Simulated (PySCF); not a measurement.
## BO and its ions

PBE0; PySCF, no relativity, basis sets B aug-pcseg-1, O aug-pcseg-1. Neutral (UKS): doublet (σ ↑), Re = 1.205 Å, ωe = 1933 cm⁻¹, De = 8.43 eV, HOMO -9.96 eV, LUMO -4.42 eV.

BO⁻ (UKS): singlet (closed shell), Re = 1.238 Å, ωe = 1746 cm⁻¹, De = 9.40 eV to B + O⁻. The energies at the minima are -99.89287 hartree for BO and -99.98193 for BO⁻.

Problem. Work out the adiabatic electron affinity, without and with harmonic zero-point energies (1 hartree = 27.2114 eV, 1 eV = 8065.5 cm⁻¹), and the change of the bond length.

Solution. At PBE0: 0.08906 hartree = 2.423 eV between the minima; the zero-point term (1933.0 − 1746.0)/2 cm⁻¹ = +0.012 eV makes it 2.435 eV. Re changes by +3.3 pm against the neutral. The electron enters a σ orbital; the charge polarises the partner, so the anion is bound more strongly.

For an ion De counts to the pair picked by the measured ionisation energies or electron affinities, which need not be the lowest pair at this level. States were picked by a PBE0 search and need not be the measured ground states.
